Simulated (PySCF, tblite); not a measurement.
**C₄H₈O₂+ (doublet): geometry, infrared bands and EPR parameters**

What infrared bands and EPR parameters should C₄H₈O₂+ (doublet) (`COCCC=[O+]`) show?

Computed with tblite 0.8.0 and PySCF 2.14.0, with density-fitted response routines of our own, on a single molecule in the gas phase. Atoms are numbered from 0 throughout.

## 1. The molecule as given

14 atoms, charge 1, multiplicity 2; geometry from: force field or distance geometry start.

Bonds of the start (Å): C0–O1 1.38, O1–C2 1.38, C2–C3 1.50, C3–C4 1.50, C4–O5 1.22, C0–H6 1.11, C0–H7 1.12, C0–H8 1.12, C2–H9 1.11, C2–H10 1.12, C3–H11 1.11, C3–H12 1.08, C4–H13 1.10.

## 2. Relaxing the molecule with GFN2-xTB

Job settings and geometry (Å):

```
{"job": {"kind": "relax", "xc": "GFN2-xTB", "basis": "xTB"}, "charge": 1, "multiplicity": 2}
C     -2.109200     0.368500     0.361300
O     -0.780200     0.028700     0.469600
C     -0.040900     0.285600    -0.672100
C      1.382000    -0.120500    -0.433400
C      1.928200     0.653000     0.734800
O      1.270300     1.486500     1.330700
H     -2.617800    -0.179600    -0.462200
H     -2.261400     1.473100     0.286600
H     -2.609900     0.021500     1.300900
H     -0.122000     1.336000    -1.011500
H     -0.394400    -0.336000    -1.539000
H      1.374100    -1.182700    -0.114900
H      2.014900    -0.024200    -1.308400
H      2.965700     0.469600     1.035500
```

The run is started by

```bash
$ OMP_NUM_THREADS=1 python probes_run.py task.json out
```

The driver reads the jobs from task.json and runs them one after another.

The log of the run:

```text
step      E/eV     max force
  0    -550.42386    2.876
  1    -550.46786    3.871
  2    -550.54951    0.427
  3    -550.56276    0.307
  4    -550.58339    0.272
  5    -550.58976    0.245
  6    -550.60092    0.200
  7    -550.60554    0.193
  8    -550.61154    0.231
  9    -550.61590    0.234
 10    -550.62022    0.151
 11    -550.62396    0.137
 12    -550.62784    0.141
 13    -550.63129    0.172
 14    -550.63421    0.132
 15    -550.63722    0.157
 16    -550.64098    0.189
 17    -550.64527    0.186
 18    -550.64928    0.202
 19    -550.65244    0.164
 20    -550.65525    0.154
 21    -550.65912    0.197
 22    -550.66482    0.235
 23    -550.67146    0.252
 24    -550.67705    0.219
 25    -550.67900    0.890
 26    -550.68610    0.290
 27    -550.69169    0.130
 28    -550.69672    0.143
 29    -550.70044    0.184
 30    -550.70303    0.200
 31    -550.70760    0.203
 32    -550.71226    0.173
 33    -550.71651    0.129
 34    -550.71857    0.113
 35    -550.72026    0.088
 36    -550.72213    0.119
 37    -550.72413    0.151
 38    -550.72595    0.165
 39    -550.72753    0.153
 40    -550.72875    0.093
 41    -550.72961    0.085
 42    -550.73022    0.075
 43    -550.73097    0.088
 44    -550.73202    0.113
 45    -550.73356    0.118
 46    -550.73535    0.110
 47    -550.73697    0.117
 48    -550.73820    0.087
 49    -550.73910    0.058
 50    -550.73976    0.062
 51    -550.74021    0.054
 52    -550.74050    0.045
 53    -550.74076    0.046
 54    -550.74106    0.058
 55    -550.74139    0.061
 56    -550.74168    0.046
 57    -550.74192    0.042
 58    -550.74213    0.035
 59    -550.74235    0.034
 60    -550.74254    0.035
 61    -550.74268    0.026
 62    -550.74277    0.031
 63    -550.74286    0.031
 64    -550.74300    0.036
 65    -550.74314    0.027
 66    -550.74326    0.025
 67    -550.74336    0.026
 68    -550.74347    0.032
 69    -550.74363    0.041
 70    -550.74380    0.035
 71    -550.74393    0.033
 72    -550.74405    0.034
 73    -550.74419    0.033
 74    -550.74445    0.043
 75    -550.74481    0.044
 76    -550.74518    0.055
 77    -550.74553    0.061
 78    -550.74589    0.070
 79    -550.74631    0.090
 80    -550.74670    0.080
 81    -550.74697    0.037
 82    -550.74711    0.028
 83    -550.74719    0.018
 84    -550.74724    0.021
 85    -550.74735    0.020
 86    -550.74746    0.020
 87    -550.74758    0.025
 88    -550.74771    0.031
 89    -550.74794    0.038
 90    -550.74832    0.045
 91    -550.74887    0.084
 92    -550.74894    0.140
 93    -550.74997    0.042
 94    -550.75037    0.033
 95    -550.75062    0.026
 96    -550.75073    0.036
 97    -550.75089    0.033
 98    -550.75099    0.019
 99    -550.75103    0.012
100    -550.75105    0.009
```

Wall time 0.69 s (1 thread of Arm Neoverse N1, shared host); peak memory 0.18 GiB.

The steps of the relaxation: (not every step is listed)

| step | energy from step 0 (eV) | largest force (eV/Å) |
| --- | --- | --- |
| 0 | 0.0000 | 2.8760 |
| 1 | -0.0440 | 3.8709 |
| 2 | -0.1257 | 0.4265 |
| 3 | -0.1389 | 0.3067 |
| 4 | -0.1595 | 0.2724 |
| 5 | -0.1659 | 0.2448 |
| 6 | -0.1771 | 0.1997 |
| 7 | -0.1817 | 0.1929 |
| 8 | -0.1877 | 0.2310 |
| 16 | -0.2171 | 0.1889 |
| 24 | -0.2532 | 0.2185 |
| 32 | -0.2884 | 0.1734 |
| 40 | -0.3049 | 0.0927 |
| 48 | -0.3143 | 0.0869 |
| 56 | -0.3178 | 0.0460 |
| 64 | -0.3191 | 0.0364 |
| 72 | -0.3202 | 0.0340 |
| 80 | -0.3228 | 0.0802 |
| 88 | -0.3238 | 0.0307 |
| 95 | -0.3268 | 0.0258 |
| 96 | -0.3269 | 0.0361 |
| 97 | -0.3270 | 0.0331 |
| 98 | -0.3271 | 0.0188 |
| 99 | -0.3272 | 0.0116 |
| 100 | -0.3272 | 0.0094 |

Close pairs (by a distance rule), those that changed most:

| bond | before (Å) | after (Å) | change (Å) |
| --- | --- | --- | --- |
| C2–C3 | 1.499 | 1.531 | +0.033 |
| C4–O5 | 1.218 | 1.185 | -0.032 |
| C0–H8 | 1.120 | 1.095 | -0.025 |
| C0–H7 | 1.118 | 1.093 | -0.024 |
| C2–H10 | 1.124 | 1.107 | -0.017 |
| C0–O1 | 1.376 | 1.389 | +0.013 |
| C3–H11 | 1.109 | 1.096 | -0.013 |
| C4–H13 | 1.096 | 1.106 | +0.011 |

The end geometry stands in the next job.

## 3. Harmonic vibrations with GFN2-xTB

Job settings and geometry (Å):

```
{"job": {"kind": "ir", "xc": "GFN2-xTB", "basis": "xTB"}, "charge": 1, "multiplicity": 2}
C     -2.042533     0.505829     0.426179
O     -0.818363    -0.130761     0.265631
C     -0.027017     0.148562    -0.837063
C      1.444136    -0.078166    -0.476943
C      1.695093     0.563262     0.865605
O      0.831839     0.844904     1.627499
H     -2.846300    -0.142305     0.040337
H     -2.095985     1.476369    -0.073990
H     -2.217770     0.607637     1.502165
H     -0.199111     1.165354    -1.219255
H     -0.269782    -0.559047    -1.652369
H      1.664568    -1.141384    -0.328007
H      2.113006     0.299462    -1.250003
H      2.767541     0.719838     1.088047
```

The log of the run:

```text
mode    cm-1     km/mol
  1      94.7      5.96
  2     116.5      7.76
  3     160.3      8.93
  4     205.1     10.09
  5     243.3      3.09
  6     358.0     16.07
  7     444.3      4.75
  8     617.7     16.84
  9     773.5     12.36
 10     856.1     18.92
 11     890.7     21.16
 12     940.4     11.69
 13    1004.1      5.07
 14    1033.3     43.35
 15    1040.0      8.02
 16    1088.8     39.82
 17    1090.3     47.66
 18    1134.1      7.68
 19    1173.8      2.41
 20    1204.8     17.71
 21    1243.2     12.56
 22    1295.8     10.23
 23    1353.7     26.64
 24    1361.4    137.09
 25    1369.1     51.51
 26    1371.4     59.67
 27    1406.4     50.22
 28    1797.0    154.38
 29    2765.7     68.98
 30    2795.5     29.15
 31    2852.6     61.91
 32    2897.2      5.96
 33    2945.6     18.95
 34    2956.8     75.28
 35    2978.8      3.25
 36    3016.0     13.39
```

Wall time 0.45 s (1 thread of Arm Neoverse N1, shared host); peak memory 0.18 GiB.

The strongest bands and the atoms that carry them (share of the mass-weighted mode):

| cm⁻¹ | km/mol | atoms |
| --- | --- | --- |
| 1361 | 137.1 | H8 45 %, H6 38 % |
| 1369 | 51.5 | H12 29 %, H11 26 %, H9 20 %, H10 13 % |
| 1371 | 59.7 | H9 33 %, H10 22 %, H12 18 %, H11 16 % |
| 1406 | 50.2 | H7 43 %, H8 37 %, H6 10 % |
| 1797 | 154.4 | C4 56 %, O5 42 % |
| 2766 | 69.0 | H13 93 % |
| 2853 | 61.9 | H6 91 % |
| 2957 | 75.3 | H8 77 %, H7 17 % |

## 4. EPR parameters: B3LYP/pcH-1

Same as in step 3 but for these lines:

```diff
@@ -1,2 +1,2 @@
-{"job": {"kind": "ir", "xc": "GFN2-xTB", "basis": "xTB"}, "charge": 1, "multiplicity": 2}
+{"job": {"kind": "epr", "basis": "pcH-1"}, "charge": 1, "multiplicity": 2}
 C     -2.042533     0.505829     0.426179
```

With the program's defaults for keys left out, this is: UKS B3LYP, pcH-1 on C H O, non-relativistic, mean-field spin-orbit, GIAO.

The log of the run:

```text
UKS, coarse grid
  cycle   1  E = -307.23156234  |g| = 5.57e-01
  cycle   2  E = -306.71812778  |g| = 1.28e+00
  cycle   3  E = -307.34081484  |g| = 2.03e-01
  cycle   4  E = -307.34689158  |g| = 1.62e-01
  cycle   5  E = -307.35742150  |g| = 3.52e-02
  cycle   6  E = -307.35796995  |g| = 8.01e-03
  cycle   7  E = -307.35801151  |g| = 2.34e-03
  cycle   8  E = -307.35801687  |g| = 8.92e-04
UKS, final grid
  cycle   1  E = -307.35801283  |g| = 1.23e-03
  cycle   2  E = -307.35801109  |g| = 2.62e-03
  cycle   3  E = -307.35801328  |g| = 6.98e-04
  cycle   4  E = -307.35801352  |g| = 1.20e-04
  cycle   5  E = -307.35801354  |g| = 1.46e-04
  cycle   6  E = -307.35801356  |g| = 3.51e-05
  cycle   7  E = -307.35801356  |g| = 1.37e-05
E = -307.35801356 Eh   <S^2> = 0.7553 (exact 0.7500)
g shifts (ppm)      1          2          3
  rmc          -308       -308       -308
  gc              0         59         59
  oz_so         135       4813       5639
  total        -173       4565       5390
hyperfine (MHz)  atom isotope    a_iso     a_fc   dipolar eigenvalues
    0   13C     -17.39     -17.39     -4.89     -0.73      5.63
    1   17O     -62.76     -62.76   -146.68     72.78     73.90
    2   13C     -22.56     -22.56     -5.87     -1.51      7.38
    3   13C      -4.47      -4.47    -11.44     -9.27     20.71
    4   13C     -37.76     -37.76    -10.24      4.60      5.64
    5   17O     -32.45     -32.45   -118.72     53.57     65.15
    6    1H     121.85     121.85     -5.21     -2.63      7.83
    7    1H       4.76       4.76     -3.45     -2.88      6.33
    8    1H      53.76      53.76     -4.54     -3.23      7.77
    9    1H      15.11      15.11     -3.51     -3.00      6.51
   10    1H     181.96     181.96     -5.50     -3.66      9.16
   11    1H      -1.77      -1.77     -3.83     -1.92      5.75
   12    1H      -9.47      -9.47     -5.58     -1.51      7.10
   13    1H     181.06     181.06     -4.51     -3.07      7.58
```

Wall time 63 s (1 thread of Arm Neoverse N1, shared host); peak memory 0.91 GiB.

Principal g values 2.00215, 2.00688, 2.00771; g(iso) = 2.00558, against 2.00232 for a free electron.

Hyperfine couplings; where a row names several nuclei, a(iso) is their mean (it holds for fast rotation or exchange) and the dipolar term the largest among them:

| nuclei | isotope | a(iso) (MHz) | a(iso) (G, at g = 2.0023) | largest dipolar term (MHz) |
| --- | --- | --- | --- | --- |
| H13 | 1H | 181.1 | 64.6 | 7.6 |
| H9, H10 | 1H | 98.5 | 35.2 | 9.2 |
| O1 | 17O | -62.8 | -22.4 | -146.7 |
| H6, H7, H8 | 1H | 60.1 | 21.5 | 7.8 |
| C4 | 13C | -37.8 | -13.5 | -10.2 |
| O5 | 17O | -32.4 | -11.6 | -118.7 |
| C2 | 13C | -22.6 | -8.1 | 7.4 |
| C0 | 13C | -17.4 | -6.2 | 5.6 |
| H11, H12 | 1H | -5.6 | -2.0 | 7.1 |
| C3 | 13C | -4.5 | -1.6 | 20.7 |

Mulliken spin populations:

C0 -0.01; O1 0.41; C2 -0.01; C3 0.08; C4 -0.05; O5 0.36; H6 0.05; H7 0.00; H8 0.02; H9 0.01; H10 0.07; H11 0.00; H12 -0.01; H13 0.07

In first order the couplings over 0.8 MHz of 1H give 72 distinct lines over 203.3 G, if the averaged nuclei exchange fast.

Orbitals, density, ELF and potential are computed afterwards from the orbital file.

ELF in a plane through or near 8 of the atoms.

Ten even steps from '0' (0.00) to '9' (1.00):
```
0000000000000000000000000000
0000000000000000000000000000
0000000000000000000000000000
0000000000244210000000000000
0000013100488741000210000000
0000299831488872005885100000
0000799984663881028998400000
0000899992387850038996300000
0000268872242012235652000000
0000000159950025553242100000
0000000355466445445664310000
0000026895288225113565410000
0000059999654235100123200000
0000037997314886200000000000
0000002662006998300000000000
0000000000005898200000000000
0000000000001563000000000000
0000000000000000000000000000
0000000000000000000000000000
0000000000000000000000000000
```
The map spans 10.8 Å across and 8.9 Å up, centred on the molecule. Atoms in the plane (x, y in Å): C0 (2.1, 0.3), C2 (0.0, -0.8), C3 (-1.5, -0.4), C4 (-1.6, 1.0), O5 (-0.7, 1.8), H8 (2.3, 1.3), H10 (0.1, -1.9), H13 (-2.6, 1.4).

On the surface of density 0.002 e/bohr³ the electrostatic potential runs, from the 1st to the 99th percentile, from 3.10 V near O5 to 6.09 V near C4.

The spin density lies nearest to O1, O5 about 33 % each; H10, H13 about 6 % each.

## 5. Summary of results

| quantity | value |
| --- | --- |
| strongest single infrared mode (GFN2-xTB) | 1797 cm⁻¹, 154 km/mol |
| zero-point energy (GFN2-xTB) | 69.9 kcal/mol |
| g(iso) (B3LYP) | 2.00558 |
| ⟨S²⟩ | 0.755 (exact 0.75) |
| largest a(iso) (averaged by class) | 1H on H13, 181.1 MHz |

In words: Over 100 steps the energy fell by 0.327 eV; of the close pairs, C2–C3 changed most, 1.499 to 1.531 Å. No mode is imaginary among the 36: a minimum at this level. The strongest single mode, at 1797 cm⁻¹, moves mainly C4 and O5. Unscaled tight-binding wavenumbers are off by several per cent, some by more. Its intensities can rank the bands wrongly. The largest spin populations lie on O1 (0.41 e), O5 (0.36 e). The isotropic g lies 3.3 ppt above the free-electron value.
